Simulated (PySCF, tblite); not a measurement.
**H₉O₄F, a solvent cluster: NMR shifts, interaction energy, spin-spin couplings and core binding energies**

Wanted: the NMR shifts, interaction energy, spin-spin couplings and core binding energies for `F` with 4 × `O`.

Programs: tblite 0.8.0 and PySCF 2.14.0. All values are calculated, for the isolated system unless a continuum is named. Atoms count from 0, parts from 1.

## (1) The system as given

14 atoms, charge 0, multiplicity 1; geometry: rigid parts in contact. Parts: 1 = atoms 0–1, `F`, charge 0; 2 = atoms 2–4, `O`, charge 0; 3 = atoms 5–7, `O`, charge 0; 4 = atoms 8–10, `O`, charge 0; 5 = atoms 11–13, `O`, charge 0.

## (2) Bringing the parts together with GFN2-xTB

The job: settings as JSON, then the geometry in Å.

```
{"job": {"kind": "dock", "xc": "GFN2-xTB", "basis": "xTB"}, "charge": 0, "multiplicity": 1, "parts": [{"atoms": "0-1", "charge": 0, "multiplicity": 1}, {"atoms": "2-4", "charge": 0, "multiplicity": 1}, {"atoms": "5-7", "charge": 0, "multiplicity": 1}, {"atoms": "8-10", "charge": 0, "multiplicity": 1}, {"atoms": "11-13", "charge": 0, "multiplicity": 1}]}
F      0.259494     0.000420    -0.132672
H     -0.651310    -0.148911     0.203091
O     -2.028830    -0.514053     0.666800
H     -2.043769    -1.467118     0.527662
H     -2.818587    -0.150682     0.232915
O     -4.508277     0.590812    -0.064353
H     -5.330201     0.223576     0.269539
H     -4.534628     1.538576     0.088388
O      0.085150     2.528077    -1.409981
H     -0.680684     2.142098    -0.979653
H      0.816748     1.936350    -1.211379
O      0.051766    -2.820550    -0.547672
H      0.539220    -1.998905    -0.412425
H      0.611825    -3.373853    -1.095312
```

Method: GFN2-xTB search for minima from random contacts, gas phase.

Command:

```console
$ OMP_NUM_THREADS=1 python cluster_run.py task.json out
```

One launch serves the whole session: the jobs run in the order shown.

**Question.** The jobs that follow are: PBE0-D3(BJ)/def2-SVPD geometry optimisation, gas phase; GIAO PBE0/pcSseg-1 NMR shielding, non-relativistic, gas phase; wB97M-D3(BJ)/def2-SVPD interaction energy, counterpoise and uncorrected, gas phase; PBE0-D3(BJ)/def2-SVPD interaction energy, counterpoise and uncorrected, gas phase; B3LYP/pcJ-1 indirect spin-spin coupling, non-relativistic, gas phase; delta-SCF UKS SCAN, pcX-2 on the ionised atom, pcseg-1 elsewhere, spin-free X2C. Predict: binding energy (GFN2-xTB); point group; rotational constants (main isotopes); shieldings of H (PBE0/pcSseg-1); largest proton shift on binding; interaction energy, counterpoise (wB97M-D3(BJ)/def2-SVPD); superposition error; binding energy (with deformation); largest coupling of the table (B3LYP/pcJ-1); O1s binding energies, SCAN/pcX-2 (standing for 2 of 4 atoms); F1s binding energies, SCAN/pcX-2.

**Answer**, as computed:

| quantity | value |
| --- | --- |
| binding energy (GFN2-xTB) | -39.44 kcal/mol |
| point group | C1 |
| rotational constants (main isotopes) | 3.06, 1.75, 1.38 GHz |
| shieldings of H (PBE0/pcSseg-1) | H1 16.8, H4 23.1, H7 24.7, H10 26.4, H3 27.3, H12 28.9, H6 30.6, H13 30.6 ppm and more |
| largest proton shift on binding | H1, +12.42 ppm |
| interaction energy, counterpoise (wB97M-D3(BJ)/def2-SVPD) | -45.66 kcal/mol |
| superposition error | 2.92 kcal/mol |
| binding energy (with deformation) | -38.18 kcal/mol |
| largest coupling of the table (B3LYP/pcJ-1) | 1J(F,H) F0–H1, 187.6 Hz |
| O1s binding energies, SCAN/pcX-2 (standing for 2 of 4 atoms) | O2 539.35, O5 539.28 eV |
| F1s binding energies, SCAN/pcX-2 | F0 691.59 eV |
| range of the interaction energy over the runs of this table | -49.15 to -45.66 kcal/mol |

**Reading.** In the structure that the search hands on, at its xTB geometry, the leading contact, judged by the atoms' radii, is H1···O2 (hydrogen bond, 1.38 Å). Further contacts there: H4···O5 (hydrogen bond, 1.68 Å), H7···O8 (hydrogen bond, 1.73 Å). A later relaxation moves these distances. The optimisation took 9 steps and gained 0.085 eV; among the close pairs (by a distance rule), O11–H13 changed most, from 0.942 to 0.960 Å. At PBE0/pcSseg-1: The widest tensor belongs to F0: span 170 ppm, with a paramagnetic part of -76 ppm. On binding (GIAO PBE0/pcSseg-1 NMR shielding, non-relativistic, gas phase), H1 moves most among the protons, 12.42 ppm downfield. Of the attraction, electrostatic 56 %, orbital 41 %, dispersion 3 %; Pauli repulsion takes back 100.9 kcal/mol. Of the pairs tabulated at B3LYP/pcJ-1, F0–H1 couples most strongly (187.6 Hz; Fermi contact 131.3 Hz). The O1s levels computed lie within 0.07 eV of one another, too close to rank. Only 2 of the 4 O atoms are covered by sound results. Binding moves the F1s level of F0 by -2.53 eV. The interaction energy runs from -49.15 (PBE0-D3(BJ)/def2-SVPD) to -45.66 kcal/mol (wB97M-D3(BJ)/def2-SVPD).
